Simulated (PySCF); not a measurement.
These 2 structures share the formula C2H4F2. Theory: PBE0-D3(BJ)/def2-SVP geometry optimisation, gas phase in PySCF. One conformer each; no zero-point energy, no entropy. No frequencies were run at this level. Point groups hold within 0.08 Å.

Task: Rank from lowest to highest electronic energy at this level (kJ/mol).
A. `[F:1][CH2:2][CH2:3][F:4]` with F1–C2–C3–F4 69° (1,2-difluoroethane)
B. `CC(F)F`

Result: B (0.0), A (62.2).

As drawn, the lower has two fluorines on one carbon, which the higher lacks.

| SMILES | E (Eh) | E rel (kJ/mol) | dipole (D) | point group | A, B, C (MHz) |
| --- | --- | --- | --- | --- | --- |
| CC(F)F | -277.81571 | 0.0 | 2.07 | Cs | 9560, 9046, 5216 |
| FCCF | -277.79202 | 62.2 | 2.54 | C2 | 17542, 5074, 4429 |

Task: How do the relative energies change in single points at BHandHLYP/def2-SVPD (no added dispersion term) on the same geometries?

Result: 
```
SMILES  PBE0-D3(BJ)/def2-SVP (kJ/mol)  BHandHLYP/def2-SVPD (kJ/mol)  shift
CC(F)F                            0.0                           0.0    0.0
  FCCF                           62.2                          48.6  -13.6
```

Each column counts from its own lowest isomer. The order is unchanged; the largest shift is 13.6 kJ/mol.
